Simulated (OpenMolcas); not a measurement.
**Worked example: vertical ionisation energy of CH3Al (SMILES C[Al])**

The species is CH3Al (5 atoms), meant as a singlet with charge 0. As SMILES, `C[Al]`. The shape is that of a PBE0-D4/def2-TZVP optimisation.

Both states at this one shape; open shells run unrestricted unless said. 1 Eh = 27.2114 eV.

| level | program | singlet CH3Al (Eh) | doublet CH3Al+ (Eh) | HOMO of the first (eV) |
| --- | --- | --- | --- | --- |
| HF/3-21G | OpenMolcas | -279.967110 | -279.719032 | -7.46 |
| B3LYP/6-31G* (Cartesian functions) | OpenMolcas | -282.313935 | -282.031552 | -5.27 |
| M06-2X/cc-pVTZ | OpenMolcas | -282.289199 | -282.005814 | -6.46 |

Problem. Work out the vertical ionisation energy at each level.

Solution. 
1. HF/3-21G: -279.719032 − (-279.967110) = 0.248078 Eh = 6.75 eV; −ε(HOMO) = 7.46 eV.
2. B3LYP/6-31G* (Cartesian functions): -282.031552 − (-282.313935) = 0.282383 Eh = 7.68 eV; −ε(HOMO) = 5.27 eV.
3. M06-2X/cc-pVTZ: -282.005814 − (-282.289199) = 0.283385 Eh = 7.71 eV; −ε(HOMO) = 6.46 eV.

No measured value is set beside it here; the levels span 6.75 to 7.71 eV. In Hartree–Fock, −ε(HOMO) (Koopmans) exceeds the difference of totals by the orbital relaxation of the ion. Hartree–Fock favours the state with fewer electron pairs, since it lacks pair correlation.
